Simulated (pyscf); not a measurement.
## Hydrogen shift: `[O]=[CH][OH]` → `[O]=[CH][OH]`

Gas phase, singlet surface, charge 0. Bonds broken: O1–H4. Bonds formed: O3–H4. Single points on ωB97X-D3(BJ)/def2-SVP structures (PySCF, gas phase). MP2 and CC: frozen core, UHF for open shells. ΔMP2 is the change of the MP2 total energy from the triple- to the quadruple-zeta basis.

Transition state (Å):

```xyz
5

O      1.3632    -0.3662     2.7234
C      1.4193    -0.4946     1.4695
O      1.9536     0.5100     0.9244
H      1.9235     0.7001     2.2170
H      1.0485    -1.3733     0.9198
```

One imaginary mode, 1939i cm⁻¹; descent along it reached the two sides named.

```json
[
 {"bond": "O1–H4", "change": "breaks", "reactant side (Å)": "0.972", "saddle": "1.307", "product side": "2.309"},
 {"bond": "O3–H4", "change": "forms", "reactant side (Å)": "2.308", "saddle": "1.307", "product side": "0.972"}
]
```

Electronic energies relative to the reactant's lowest minimum found (kcal/mol):

| level | barrier | reaction energy | reverse barrier |
|---|---|---|---|
| ωB97X-D3(BJ)/def2-TZVP | 36.8 | 0.0 | 36.8 |
| PBE/def2-TZVP | 30.9 | 0.0 | 30.9 |
| r²SCAN/def2-TZVP | 33.8 | 0.0 | 33.8 |
| B3LYP-D3(BJ)/def2-TZVP | 36.5 | 0.0 | 36.5 |
| PBE0-D3(BJ)/def2-TZVP | 35.0 | 0.0 | 35.0 |
| M06-2X/def2-TZVP | 37.2 | 0.0 | 37.2 |
| ωB97M-D3(BJ)/def2-TZVP | 36.2 | 0.0 | 36.2 |
| HF/def2-TZVP | 49.6 | 0.0 | 49.6 |
| MP2/def2-QZVPP | 34.6 | 0.0 | 34.6 |
| CCSD/def2-TZVPP | 39.2 | 0.0 | 39.2 |
| CCSD(T)/def2-TZVPP | 36.6 | 0.0 | 36.6 |
| CCSD(T)/def2-TZVPP + ΔMP2(QZVPP) | 36.6 | 0.0 | 36.6 |

With CCSD(T)/def2-TZVPP + ΔMP2(QZVPP) energies and thermal terms (ideal gas, 1 atm, RRHO with modes under 100 cm⁻¹ raised to 100, one conformer, R ln 2 for rigid chiral ones), in kcal/mol:

| T (K) | ΔH‡ | ΔG‡ | ΔH | ΔG |
|---|---|---|---|---|
| 298 | 33.6 | 34.2 | 0.0 | 0.0 |
| 600 | 33.1 | 35.0 | 0.0 | 0.0 |
| 900 | 32.7 | 36.0 | 0.0 | 0.0 |
| 1200 | 32.3 | 37.2 | 0.0 | 0.0 |

One saddle was located; it need not be the lowest between these sides. The CCSD(T) − MP2 part came from Ansatz, without density fitting, on the same reference.
